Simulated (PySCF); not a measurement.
# C4H5S− (SMILES C#CC(C)[S-]) at 6 levels

Aim: a comparison of 6 runs (HF/STO-3G, HF/def2-SVP, HF/def2-TZVP, B3LYP/6-31G*, PBE0/def2-SVP, B3LYP/def2-TZVP) of C4H5S−. The job is set up through a Python script.

The calculation is run with PySCF 2.14.0.

1 further run of the same task is left out (set aside as unsound or not needed).

## 1. Starting point

The species is C4H5S− (10 atoms), meant as a singlet with charge -1. As SMILES, `C#CC(C)[S-]`. The shape is that of a GFN2-xTB optimisation.

Bond lengths: C1–C2 1.201 Å, C2–C3 1.444 Å, C3–C4 1.531 Å, C3–S5 1.828 Å, C1–H6 1.051 Å, C3–H7 1.105 Å, C4–H8 1.090 Å, C4–H9 1.095 Å, C4–H10 1.090 Å. Some angles: C1–C2–C3 175.9°, C2–C3–C4 110.8°, C2–C3–S5 108.7°, C4–C3–S5 111.3°, C2–C1–H6 178.3°, C2–C3–H7 108.9°, C4–C3–H7 109.3°, S5–C3–H7 107.8°, C3–C4–H8 109.5°, C3–C4–H9 111.4°.

## 2. Energy and gradient at HF/STO-3G (run 1)

calc.py

```python
import pyscf.grad
from pyscf import gto, scf

system = gto.Mole()
system.atom = '''
C       -1.502240       1.133850       1.296990
C       -0.577350       0.771040       0.622670
C        0.488210       0.380460      -0.269820
C        0.550880      -1.143230      -0.407310
S        0.218970       1.184120      -1.889490
H       -2.318570       1.472260       1.865130
H        1.447630       0.749690       0.134510
H       -0.394500      -1.512450      -0.803580
H        0.744430      -1.624810       0.557230
H        1.342540      -1.410930      -1.106330
'''
system.verbose = 4
system.charge = -1
system.spin = 0
system.basis = 'sto-3g'
system.max_memory = 1860
system.build()

calc0 = scf.RHF(system)
calc0.conv_tol = 1e-10
calc0.kernel()
if not calc0.converged:
    calc0 = calc0.newton().run(calc0.mo_coeff, calc0.mo_occ)

energy = calc0.e_tot
print(f'total energy: {energy:.8f} hartree')
grad = calc0.Gradients().kernel()
calc0.analyze()
```

Launch:

```console
$ OMP_NUM_THREADS=1 python calc.py
```

Log:

```text
PySCF version 2.14.0

[... 69 lines left out ...]
total energy: -545.42290310 hartree
[... 15 lines left out ...]
Two-electron Energy =                  407.441924898875925
[... 5 lines left out ...]
MO #2   energy= -10.8474568089339  occ= 2
[... 3 lines left out ...]
MO #6   energy= -8.09364830308461  occ= 2
[... 3 lines left out ...]
MO #10  energy= -0.813898107923514 occ= 2
[... 3 lines left out ...]
MO #14  energy= -0.433800734709371 occ= 2
[... 3 lines left out ...]
MO #18  energy= -0.277520716698221 occ= 2
[... 3 lines left out ...]
MO #22  energy= 0.130956085758314  occ= 2
[... 3 lines left out ...]
MO #26  energy= 0.779248067343534  occ= 0
[... 3 lines left out ...]
MO #30  energy= 0.915537555500013  occ= 0
[... 3 lines left out ...]
MO #34  energy= 1.70663984977415   occ= 0
[... 12 lines left out ...]
pop of  2 C 1s            1.99979
pop of  2 C 2s            1.06294
pop of  2 C 2px           0.94676
pop of  2 C 2py           0.96444
pop of  2 C 2pz           1.13020
pop of  3 C 1s            1.99979
pop of  3 C 2s            1.02326
pop of  3 C 2px           1.02472
pop of  3 C 2py           1.04529
pop of  3 C 2pz           1.00426
pop of  4 S 1s            2.00000
pop of  4 S 2s            1.99987
pop of  4 S 3s            1.90986
pop of  4 S 2px           1.99996
pop of  4 S 2py           1.99978
pop of  4 S 2pz           1.99916
pop of  4 S 3px           1.95268
pop of  4 S 3py           1.74579
pop of  4 S 3pz           0.99245
pop of  5 H 1s            0.96532
pop of  6 H 1s            1.01610
pop of  7 H 1s            0.98357
pop of  8 H 1s            1.00823
pop of  9 H 1s            0.98590
 ** Mulliken atomic charges  **
charge of    0C =     -0.22836
charge of    1C =     -0.01152
charge of    2C =     -0.10412
charge of    3C =     -0.09732
charge of    4S =     -0.59955
charge of    5H =      0.03468
charge of    6H =     -0.01610
charge of    7H =      0.01643
charge of    8H =     -0.00823
charge of    9H =      0.01410

WARN: System has nonzero charge -1; the dipole moment is origin-dependent.
Location of origin: [0. 0. 0.]

Dipole moment(X, Y, Z, Debye): -0.00300, -4.79957,  5.68263
```

It took 5.1 s on 1 thread of Intel Xeon at 2.50GHz (Skylake/Cascade Lake), shared host; peak memory 0.12 GiB.

## 3. Energy and forces at HF/def2-SVP (run 2)

job.py

```python
# C#CC(C)[S-]
from pyscf import gto

mol = gto.M(
    atom=[
    ('C', (-1.502240, 1.133850, 1.296990)),
    ('C', (-0.577350, 0.771040, 0.622670)),
    ('C', (0.488210, 0.380460, -0.269820)),
    ('C', (0.550880, -1.143230, -0.407310)),
    ('S', (0.218970, 1.184120, -1.889490)),
    ('H', (-2.318570, 1.472260, 1.865130)),
    ('H', (1.447630, 0.749690, 0.134510)),
    ('H', (-0.394500, -1.512450, -0.803580)),
    ('H', (0.744430, -1.624810, 0.557230)),
    ('H', (1.342540, -1.410930, -1.106330)),
],
    charge=-1,
    spin=0,
    basis='def2-svp',
    verbose=3,
    max_memory=1860,
)

calc0 = mol.RHF()
calc0.conv_tol = 1e-10
calc0.kernel()
if not calc0.converged:
    calc0 = calc0.newton().run(calc0.mo_coeff, calc0.mo_occ)

etot = calc0.e_tot
print(f'total energy: {etot:.8f} hartree')
grad = calc0.nuc_grad_method().kernel()
calc0.analyze()
```

Launch:

```console
$ OMP_NUM_THREADS=1 python job.py
```

Log:

```text
converged SCF energy = -551.597060362521
total energy: -551.59706036 hartree
[... 17 lines left out ...]
MO #9   energy= -6.31450066895701  occ= 2
[... 8 lines left out ...]
MO #18  energy= -0.351320997378906 occ= 2
[... 8 lines left out ...]
MO #27  energy= 0.383909308435816  occ= 0
[... 8 lines left out ...]
MO #36  energy= 0.755104590546233  occ= 0
[... 8 lines left out ...]
MO #45  energy= 1.03960116723526   occ= 0
[... 8 lines left out ...]
MO #54  energy= 1.21481999234312   occ= 0
[... 8 lines left out ...]
MO #63  energy= 1.6326181992513    occ= 0
[... 8 lines left out ...]
MO #72  energy= 2.01951525216322   occ= 0
[... 8 lines left out ...]
MO #81  energy= 2.41827677916922   occ= 0
[... 8 lines left out ...]
MO #90  energy= 3.03567744497127   occ= 0
[... 8 lines left out ...]
MO #99  energy= 4.43363358905334   occ= 0
[... 12 lines left out ...]
WARN: System has nonzero charge -1; the dipole moment is origin-dependent.
Location of origin: [0. 0. 0.]

Dipole moment(X, Y, Z, Debye):  0.09137, -4.97086,  6.46817
```

Wall time 23 s (1 thread of Intel Xeon at 2.50GHz (Skylake/Cascade Lake), shared host); peak memory 0.21 GiB.

Runs 3 to 5 aren't shown in full; the table further down has their settings and results.

## 4. Energy and forces at B3LYP/def2-TZVP (run 6)

input.xyz

```xyz
10

C     -1.502240     1.133850     1.296990
C     -0.577350     0.771040     0.622670
C      0.488210     0.380460    -0.269820
C      0.550880    -1.143230    -0.407310
S      0.218970     1.184120    -1.889490
H     -2.318570     1.472260     1.865130
H      1.447630     0.749690     0.134510
H     -0.394500    -1.512450    -0.803580
H      0.744430    -1.624810     0.557230
H      1.342540    -1.410930    -1.106330
```

run.py

```python
from pyscf import gto, dft

molecule = gto.Mole()
molecule.atom = 'input.xyz'
molecule.spin = 0
molecule.max_memory = 1860
molecule.verbose = 3
molecule.charge = -1
molecule.basis = 'def2-tzvp'
molecule.build()

mf = dft.RKS(molecule, xc='b3lyp')
mf.grids.level = 5
mf.conv_tol = 1e-10
mf.kernel()
if not mf.converged:
    mf = mf.newton().run(mf.mo_coeff, mf.mo_occ)

energy = mf.e_tot
print('E = %.10f Eh' % energy)
grad = mf.nuc_grad_method().kernel()
dip = mf.dip_moment()
pop, q = mf.mulliken_pop()
```

Launch:

```console
$ OMP_NUM_THREADS=1 python run.py
```

Log:

```text
converged SCF energy = -553.67527429976
E = -553.6752742998 Eh
--------------- RKS gradients ---------------
         x                y                z
0 C     0.0032305822     0.0008983951    -0.0080072542
1 C    -0.0031065512    -0.0019418952     0.0026298097
2 C    -0.0063977811    -0.0002850813     0.0045796089
[... 6 lines of this table left out ...]
9 H    -0.0004290368    -0.0003544941     0.0009090339
----------------------------------------------

WARN: System has nonzero charge -1; the dipole moment is origin-dependent.
Location of origin: [0. 0. 0.]

Dipole moment(X, Y, Z, Debye):  0.17249, -4.88906,  6.27684
[... 163 lines left out ...]
pop of  5 H 2s            0.47690
pop of  5 H 3s            0.10572
pop of  5 H 2px           0.01002
pop of  5 H 2py           0.00610
pop of  5 H 2pz           0.00752
pop of  6 H 1s            0.27811
pop of  6 H 2s            0.50445
pop of  6 H 3s            0.15598
pop of  6 H 2px           0.01086
pop of  6 H 2py           0.00574
pop of  6 H 2pz           0.00597
pop of  7 H 1s            0.28017
pop of  7 H 2s            0.47688
pop of  7 H 3s            0.16402
pop of  7 H 2px           0.01041
pop of  7 H 2py           0.00533
pop of  7 H 2pz           0.00580
pop of  8 H 1s            0.28141
pop of  8 H 2s            0.48874
pop of  8 H 3s            0.18772
pop of  8 H 2px           0.00448
pop of  8 H 2py           0.00629
pop of  8 H 2pz           0.00989
pop of  9 H 1s            0.28065
pop of  9 H 2s            0.47945
pop of  9 H 3s            0.16257
pop of  9 H 2px           0.00831
pop of  9 H 2py           0.00490
pop of  9 H 2pz           0.00830
 ** Mulliken atomic charges  **
charge of    0C =     -0.29237
charge of    1C =      0.01349
charge of    2C =     -0.04322
charge of    3C =     -0.20423
charge of    4S =     -0.76764
charge of    5H =      0.12040
charge of    6H =      0.03890
charge of    7H =      0.05738
charge of    8H =      0.02147
charge of    9H =      0.05581
```

It took 5.3 min on 1 thread of Intel Xeon at 2.50GHz (Skylake/Cascade Lake), shared host; peak memory 2.8 GiB.

## 5. All runs side by side

```
run                               level  Cartesian functions  integration grid  energy (Eh)  HOMO energy (eV)  LUMO energy (eV)  HOMO–LUMO gap (eV)  wall time
  1                           HF/STO-3G                   no                 –  -545.422903              3.61             16.17               12.56      5.1 s
  2                         HF/def2-SVP                   no                 –  -551.597060             -1.97              9.04               11.01       23 s
  3                        HF/def2-TZVP                   no                 –  -551.918434             -2.53              7.61               10.14    3.4 min
  4  B3LYP/6-31G* (Cartesian functions)                  yes                 5  -553.571512              0.75              6.01                5.26       77 s
  5                       PBE0/def2-SVP                   no                 5  -552.996022              0.71              5.84                5.13       75 s
  6                     B3LYP/def2-TZVP                   no                 5  -553.675274              0.28              4.85                4.57    5.3 min
```

## 6. Summary of results

| quantity | value |
| --- | --- |
| run 6: total energy | -553.67527 Eh |
| run 6: HOMO energy | 0.28 eV |
| run 6: LUMO energy | 4.85 eV |
| run 6: HOMO–LUMO gap (to an unbound level, set by the basis) | 4.57 eV |
| run 6: largest force on an atom | 0.520 eV/Å |

The HOMO–LUMO gap runs from 4.57 eV (B3LYP/def2-TZVP) to 12.56 eV (HF/STO-3G). The two ends differ in method and basis. The empty levels of an anion lie above zero and hang on the basis. Totals of different functionals can't be ranked against each other. In runs 1, 4, 5, 6 the HOMO lies above zero, so the outermost electron may be held by the basis alone. In run 1 the basis is minimal, so the values are rough. All runs together took 12 min, the longest 5.3 min.
